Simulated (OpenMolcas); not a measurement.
SiH3S (SMILES [SiH3][S]): the energy, rung by rung

The species is SiH3S (5 atoms), meant as a doublet with charge 0. As SMILES, `[SiH3][S]`. The shape is that of a GFN2-xTB optimisation.

```xyz
5

Si   -0.1678    0.0292   -0.0230
S     1.8965   -0.3401    0.2805
H    -0.8846   -0.6644    1.0382
H    -0.4973   -0.4981   -1.3401
H    -0.3469    1.4735    0.0444
```

Quantity: the energy change with the Si1–H3 bond stretched from 1.456 to 3.641 Å, in eV. The values are calculated.

| level | kind | program | value (eV) | less FCI/STO-3G | CPU time (all runs) |
| --- | --- | --- | --- | --- | --- |
| USVWN5/STO-3G | LDA | OpenMolcas | 4.73 | +0.68 | 16 s |
| UPBE/STO-3G | GGA | OpenMolcas | 16.94 | +12.89 | 42 s |
| U-r2SCAN/STO-3G | meta-GGA | OpenMolcas | 4.68 | +0.63 | 25 s |
| UM06-2X/STO-3G | hybrid meta-GGA | OpenMolcas | 5.15 | +1.10 | 48 s |
| CASSCF(3,3)/STO-3G | multireference | OpenMolcas | 4.76 | +0.71 | 2.8 s |
| FCI/STO-3G | exact in the basis | OpenMolcas | 4.05 | 0.00 | 25 s |

FCI/STO-3G is exact within its basis and frozen core, so for wave-function methods in that basis the difference is their error; functionals converge differently with the basis, so for them it is only a difference. The first shape isn't each level's own minimum. The values span 4.05 to 16.94 eV. Spin contamination of the reference (⟨S²⟩ at least 0.1 too high) touches U-r2SCAN/STO-3G, UM06-2X/STO-3G. All rows use very small basis sets, so even the best lies far from the true value. Times are those of the runs behind each value, whatever else they computed, on shared processors of several kinds: orders of magnitude only.
